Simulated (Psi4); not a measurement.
# One shape, several levels: SiH2SF (SMILES F[SiH]S)

Aim: a comparison of 5 runs (UM06-2X/6-31G*, UB3LYP/6-31G*, U-r2SCAN/cc-pVDZ, UDSD-PBEB95/6-31+G**, OLCCD/def2-SVP) of SiH2SF. 

The results are computed with Psi4 1.11.

1 further run of the same task is left out (set aside as unsound or not needed).

## 1. The structure to begin with

The species is SiH2SF (5 atoms), meant as a doublet with charge 0. SMILES: `F[SiH]S`. Geometry: relaxed at PBE0-D4/def2-TZVP. This is one conformer, not always the lowest.

Bond lengths: F1–Si2 1.603 Å, Si2–S3 2.122 Å, Si2–H4 1.489 Å, S3–H5 1.344 Å. Angles: F1–Si2–S3 112.5°, F1–Si2–H4 107.6°, S3–Si2–H4 105.3°, Si2–S3–H5 95.0°.

## 2. A single-point energy at UM06-2X/6-31G(d) (spherical functions) (run 1)

calc.inp reads:

```
memory 1600 MB

molecule mol {
  0 2
  F     -1.242300    -0.527200     1.134200
  Si    -0.629400    -0.168000    -0.303300
  S      1.400700     0.438500    -0.191800
  H     -0.621800    -1.416500    -1.115500
  H      1.142700     1.599500     0.435000
  units angstrom
  symmetry c1
}

set globals {
  reference            uks
  puream               true
  e_convergence        1e-09
  d_convergence        1e-08
  scf_type             pk
  dft_radial_points    99
  dft_spherical_points 590
  maxiter              200
}

e_tot, wfn = energy('m06-2x/6-31G*', return_wfn=True)
oeprop(wfn, 'QUADRUPOLE', 'WIBERG_LOWDIN_INDICES', 'DIPOLE')
```

The run is started by

```sh
$ psi4 calc.inp calc.out -n 1
```

calc.out:

```text
[...]
  Running in c1 symmetry.
[...]
  Nuclear repulsion =  142.484404698713689
[...]
  Multiplicity = 2
[...]
  Nalpha       = 21
  Nbeta        = 20
[...]
    Number of basis functions: 54
[...]
   @UKS iter   1:  -788.57786496044105   -3.69841e-01   6.19389e-03 DIIS/ADIIS
[...]
   @UKS iter  13:  -788.63164108673141   -6.82121e-13   2.89945e-09 DIIS
[...]
   @S^2 Observed:                7.524083924E-01
[...]
    Orbital Energies [Eh]
    ---------------------
    Alpha Occupied:
       1A    -89.905051     2A    -67.072759     3A    -25.248720
       4A     -8.272510     5A     -6.190325     6A     -6.189099
       7A     -6.184961     8A     -5.614806     9A     -3.925353
      10A     -3.921598    11A     -3.920148    12A     -1.329996
      13A     -0.840576    14A     -0.639897    15A     -0.549861
      16A     -0.536724    17A     -0.524870    18A     -0.462743
      19A     -0.406494    20A     -0.344234    21A     -0.271143
    Alpha Virtual:
      22A      0.050450    23A      0.055863    24A      0.070269
      25A      0.136163    26A      0.211283    27A      0.255791
[...]
  @UKS Final Energy:  -788.63164108673141
   => Energetics <=
    Nuclear Repulsion Energy =            142.4844046987136892
    One-Electron Energy =               -1375.5704379335893464
    Two-Electron Energy =                 471.9019277062596416
    DFT Exchange-Correlation Energy =     -27.4475355581152911
    Empirical Dispersion Energy =           0.0000000000000000
    VV10 Nonlocal Energy =                  0.0000000000000000
    Total Energy =                       -788.6316410867314062
[...]
 Multipole Moments:
 ------------------------------------------------------------------------------------
     Multipole            Electronic (a.u.)      Nuclear  (a.u.)        Total (a.u.)
 ------------------------------------------------------------------------------------
 L = 1.  Multiply by 2.5417464519 to convert [e a0] to [Debye]
 Dipole X            :         -1.8730868            1.6339078           -0.2391790
 Dipole Y            :         -0.3128141            0.6829969            0.3701828
 Dipole Z            :          1.5231767           -1.7951422           -0.2719655
 Magnitude           :                                                    0.5178872
 L = 2.  Multiply by 1.3450342976 to convert [e a0^2] to [Debye ang]
 Quadrupole XX       :       -212.3147747          186.8631587          -25.4516160
 Quadrupole XY       :        -70.9177004           71.1032837            0.1855833
[...]
```

It took 17 s on 1 thread of Intel Xeon Platinum 8375C at 2.90GHz (Ice Lake), shared host; peak memory 1.1 GiB.

## 3. Energy and forces at UB3LYP/6-31G(d) (Cartesian functions) (run 2)

input.inp reads:

```
memory 1600 mb

molecule {
  0 2
  F     -1.242300    -0.527200     1.134200
  Si    -0.629400    -0.168000    -0.303300
  S      1.400700     0.438500    -0.191800
  H     -0.621800    -1.416500    -1.115500
  H      1.142700     1.599500     0.435000
  symmetry c1
  no_reorient
  no_com
}

set basis 6-31G*
set reference uks
set puream false
set e_convergence 1e-09
set d_convergence 1e-08
set scf_type pk
set dft_radial_points 99
set dft_spherical_points 590
set maxiter 200

energy_value, wavefunction = gradient("b3lyp", return_wfn=True)
```

The run is started by

```sh
$ psi4 -i input.inp -o input.out -n 1
```

input.out:

```text
[...]
  Running in c1 symmetry.
[...]
  Nuclear repulsion =  142.484404698713689
[...]
  Multiplicity = 2
[...]
  Nalpha       = 21
  Nbeta        = 20
[...]
    Number of basis functions: 57
[...]
   @UKS iter   1:  -788.67454026163341   -2.59095e-01   7.53652e-03 ADIIS/DIIS
[...]
   @UKS iter  12:  -788.75576254807152   -2.50111e-12   6.31210e-09 DIIS
[...]
   @S^2 Observed:                7.515125238E-01
[...]
    Orbital Energies [Eh]
    ---------------------
    Alpha Occupied:
       1A    -88.889726     2A    -66.193914     3A    -24.699936
       4A     -7.956644     5A     -5.920220     6A     -5.917844
       7A     -5.912359     8A     -5.339895     9A     -3.700343
      10A     -3.698631    11A     -3.696519    12A     -1.190185
      13A     -0.758540    14A     -0.553786    15A     -0.470784
      16A     -0.446280    17A     -0.440886    18A     -0.404662
      19A     -0.351416    20A     -0.291453    21A     -0.224451
    Alpha Virtual:
      22A      0.010302    23A      0.014844    24A      0.029109
      25A      0.094235    26A      0.175499    27A      0.213970
[...]
  @UKS Final Energy:  -788.75576254807152
   => Energetics <=
    Nuclear Repulsion Energy =            142.4844046987136892
    One-Electron Energy =               -1375.4416922442765099
    Two-Electron Energy =                 490.8527977458164742
    DFT Exchange-Correlation Energy =     -46.6512727483251624
    Empirical Dispersion Energy =           0.0000000000000000
    VV10 Nonlocal Energy =                  0.0000000000000000
    Total Energy =                       -788.7557625480715160
[...]
 Multipole Moments:
 ------------------------------------------------------------------------------------
     Multipole            Electronic (a.u.)      Nuclear  (a.u.)        Total (a.u.)
 ------------------------------------------------------------------------------------
 L = 1.  Multiply by 2.5417464519 to convert [e a0] to [Debye]
 Dipole X            :         -5.6971689            5.5554169           -0.1417521
 Dipole Y            :          0.1500272            0.1931300            0.3431572
 Dipole Z            :         -4.3927698            4.1806411           -0.2121286
 Magnitude           :                                                    0.4276086
[...]
  -Total Gradient:
     Atom            X                  Y                   Z
    ------   -----------------  -----------------  -----------------
       1        0.005107577568     0.001885050482    -0.010498867796
       2        0.005245042872     0.000835789552     0.009220132570
       3       -0.007898889531    -0.000232250508     0.001674421705
       4       -0.001048080733     0.001008901263     0.001567225038
       5       -0.001407842823    -0.003491554575    -0.002002022074
[...]
```

Run time: 14 s. Hardware: 1 thread of Intel Xeon Platinum 8375C at 2.90GHz (Ice Lake), shared host; peak memory 0.62 GiB.

Runs 3 to 4 aren't shown in full; the table further down has their settings and results.

## 4. The energy at OLCCD/def2-SVP (density fitting, density fitting for correlation) (run 5)

fh2ssi.inp reads:

```
memory 1600 MB

molecule {
  0 2
  F
  Si 1 1.603458
  S 2 2.121693 1 112.49846
  H 2 1.489456 1 107.64003 3 115.52189
  H 3 1.344382 2 95.03365 4 174.16715
  symmetry c1
  no_reorient
  no_com
}

set basis def2-SVP
set reference uhf
set scf_type df
set freeze_core true
set cc_type df

e_tot, wfn = energy("olccd", return_wfn=True)
print_variables()
```

The run is started by

```sh
$ psi4 fh2ssi.inp fh2ssi.out -n 1
```

fh2ssi.out:

```text
[...]
  Running in c1 symmetry.
[...]
  Nuclear repulsion =  142.484396493348584
[...]
  Multiplicity = 2
[...]
  Nalpha       = 21
  Nbeta        = 20
[...]
    Number of basis functions: 60
[...]
   @DF-UHF iter   1:  -786.74936382127589   -5.67589e-01   5.44214e-03 DIIS/ADIIS
[...]
   @DF-UHF iter  14:  -786.81037352825058   -2.04636e-12   6.92263e-09 DIIS
[...]
   @S^2 Observed:                7.542148258E-01
[...]
    Orbital Energies [Eh]
    ---------------------
    Alpha Occupied:
       1A    -91.931267     2A    -68.833409     3A    -26.283806
       4A     -8.968442     5A     -6.656914     6A     -6.655261
       7A     -6.652981     8A     -6.200523     9A     -4.314729
      10A     -4.307953    11A     -4.306504    12A     -1.568600
      13A     -0.990353    14A     -0.767722    15A     -0.681416
      16A     -0.671068    17A     -0.632360    18A     -0.543296
      19A     -0.484008    20A     -0.411943    21A     -0.347297
    Alpha Virtual:
      22A      0.147714    23A      0.148923    24A      0.174941
      25A      0.220958    26A      0.303792    27A      0.446117
[...]
  @DF-UHF Final Energy:  -786.81037352825058
   => Energetics <=
    Nuclear Repulsion Energy =            142.4843964933485836
    One-Electron Energy =               -1374.7136992564205684
    Two-Electron Energy =                 445.4189292348214622
    Total Energy =                       -786.8103735282504658
  UHF NO Occupations:
  HONO-2 :   19  A 1.9997158
  HONO-1 :   20  A 1.9984381
[...]
 Multipole Moments:
 ------------------------------------------------------------------------------------
     Multipole            Electronic (a.u.)      Nuclear  (a.u.)        Total (a.u.)
 ------------------------------------------------------------------------------------
 L = 1.  Multiply by 2.5417464519 to convert [e a0] to [Debye]
 Dipole X            :         -0.4629447            0.0292228           -0.4337219
 Dipole Y            :          0.9989307           -0.8127703            0.1861604
 Dipole Z            :         -2.0000072            2.3868863            0.3868792
 Magnitude           :                                                    0.6102834
[...]
	Warning: cc_lambda option is changed to TRUE
	For this residual convergence, default PCG convergence is:     1.00e-07
[...]
	DF-SCS-MP2 Total Energy (a.u.)     :  -787.19717027079923
	DF-SOS-MP2 Total Energy (a.u.)     :  -787.19322539926770
	DF-SCS(N)-MP2 Total Energy (a.u.)  :  -786.98669920985765
[...]
	DF-MP2 Total Energy (a.u.)         :  -787.20506001386218
[...]
```

Wall time 31 s (1 thread of Intel Xeon Platinum 8375C at 2.90GHz (Ice Lake), shared host); peak memory 0.21 GiB.

## 5. All runs side by side

```
run                                                                                                level      task  Cartesian functions  energy (Eh)  dipole moment (D)  HOMO energy (eV)  LUMO energy (eV)  wall time
  1                                                                 UM06-2X/6-31G* (spherical functions)    energy                   no  -788.631641               1.32             -7.38             -2.06       17 s
  2                                                                  UB3LYP/6-31G* (Cartesian functions)  gradient                  yes  -788.755763               1.09             -6.11             -3.13       14 s
  3                                                                                     U-r2SCAN/cc-pVDZ  gradient                   no  -788.666614               1.10             -5.57             -3.15       44 s
  4  UDSD-PBEB95/6-31+G** (sfX2C, density fitting, density fitting for correlation, Cartesian functions)    energy                  yes  -789.674387                  –             -8.28             -1.11      8.1 s
  5                                    OLCCD/def2-SVP (density fitting, density fitting for correlation)    energy                   no  -787.244769                  –             -9.45              1.04       31 s
```

## 6. Summary of results

```
                                                         quantity          value
                                              run 5: total energy  -787.24477 Eh
run 5: HOMO energy (Hartree–Fock orbitals) (highest over α and β)       -9.45 eV
 run 5: LUMO energy (Hartree–Fock orbitals) (lowest over α and β)        1.04 eV
              run 5: correlation energy (11 core orbitals frozen)     -434.4 mEh
                         run 5: ⟨S²⟩ of the reference determinant          0.754
```

What this shows: Over runs 1, 2, 3 the dipole moment (its size) runs from 1.09 D (UB3LYP/6-31G*) to 1.32 D (UM06-2X/6-31G*). Totals of different functionals can't be ranked against each other. Some runs of one species differ in core potentials or relativity; totals across that change don't compare. All runs together took 1.9 min, the longest 44 s.
